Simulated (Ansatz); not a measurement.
```yaml
crystal:
  periodic: [false, false, false]
  atoms:
    - {symbol: C, position_ang: [-0.897100, -1.704860, -0.180019]}
    - {symbol: C, position_ang: [-0.308019, -0.397423, 0.328263]}
    - {symbol: C, position_ang: [1.054938, -0.627808, 0.964167]}
    - {symbol: C, position_ang: [-0.252315, 0.619330, -0.807650]}
    - {symbol: C, position_ang: [0.284148, 1.984840, -0.447874]}
    - {symbol: Cl, position_ang: [-0.705881, 2.796575, 0.803135]}
    - {symbol: H, position_ang: [-1.885920, -1.552373, -0.620397]}
    - {symbol: H, position_ang: [-0.255305, -2.150275, -0.947305]}
    - {symbol: H, position_ang: [-0.998892, -2.432134, 0.628989]}
    - {symbol: H, position_ang: [-0.978520, 0.003745, 1.096660]}
    - {symbol: H, position_ang: [1.782145, -0.968539, 0.219278]}
    - {symbol: H, position_ang: [0.994146, -1.394419, 1.740264]}
    - {symbol: H, position_ang: [1.448333, 0.276791, 1.433122]}
    - {symbol: H, position_ang: [0.391210, 0.226894, -1.607502]}
    - {symbol: H, position_ang: [-1.251246, 0.734634, -1.240168]}
    - {symbol: H, position_ang: [0.281037, 2.647383, -1.312347]}
    - {symbol: H, position_ang: [1.297232, 1.937638, -0.050613]}
basis:
  gaussian: {orbitals: pcseg-2}
magnetization: {spin_polarized: true, initial_magnetization: 1}
hamiltonian: {xc: {name: B2GP-PLYP}}
output: {forces: true}
```

```sh
$ ansatz run in.yaml --threads 2 --pin off --events-out ev --progress --plain --max-ram 32768MiB --backend cuda --devices 0, --max-vram 18GiB
```

It prints (some lines left out):

```
Error: a molecule whose nuclei and cores have a total charge of 58 cannot have a net charge of 0 together with 1 unpaired electrons
```

Something in this input is off. What?

The number of unpaired electrons doesn't fit the electron count. The program refused the input.
